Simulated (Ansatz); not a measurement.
AlO (`[O]=[Al]`) radical, relaxed with UKS PBE-D4/def2-SVP in the Gaussian-basis code of Ansatz from a rough embedded geometry. The force threshold is 0.03 eV/Å; the program also tests the step.

Total charge 0; spin multiplicity 2.

Start:

```xyz
2

O    -0.518   -0.497   -0.317
Al    0.518    0.497    0.317
```

Q: How much energy does the relaxation release, and in how many steps? (Estimate.)

A: Ansatz gave: 10.97 kJ/mol, in 3 steps.

Q: Which bonds change most? (An estimate is asked.)

A: Computed: O1–Al2 from 1.570 to 1.646 Å.

Q: Give the relaxed structure. (Best estimate.)

A: Computed: 
```xyz
2

O    -0.543   -0.521   -0.333
Al    0.543    0.521    0.333
```
